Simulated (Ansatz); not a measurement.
For zinc-blende InP, PBE+SOC in Ansatz (plane waves, PAW) gives:

| Property | Value |
|---|---|
| equilibrium lattice constant a | 5.957 Å |
| bulk modulus B0 | 59.6 GPa |
| band gap at the measured cell | 0.67 eV |

Question: What does r²SCAN (Ansatz, a program for electronic structure, plane waves, PAW) give for the same quantities?

Answer: 
- lattice constant a: 5.907 Å (shrinks by 0.8 %)
- bulk modulus: 68.3 GPa (goes up by 15 %)
- band gap at the measured cell: 1.14 eV (goes up by 0.47 eV)

For comparison: lattice constant a 5.858 Å (measured, static lattice: zero-point anharmonic expansion removed; as tabulated in Mejia-Rodriguez and Trickey (2018), arXiv:1807.09216); bulk modulus 72 GPa (measured, 0 K value with the zero-point phonon effect removed; as tabulated in Mejia-Rodriguez and Trickey (2018), arXiv:1807.09216); band gap 1.47 eV (measured, zero-point renormalisation of 0.05 eV added back here (the table's ZPR column); inputs from Chen et al. (2018), doi:10.1103/physrevmaterials.2.073803).

Changes are worked out from the printed values.

Unless a cell is named, each level is at its own relaxed cell (PBE+SOC 26.42, r²SCAN 25.76 Å³/atom).

Spin–orbit coupling is included only where a level's name says +SOC; with heavier elements it mostly lowers gaps and can invert bands. Density-functional gaps are differences of (generalised) Kohn–Sham levels.

Ansatz's density-functional and Hartree–Fock values are scalar-relativistic unless marked +SOC, with PAW data made under PBE.
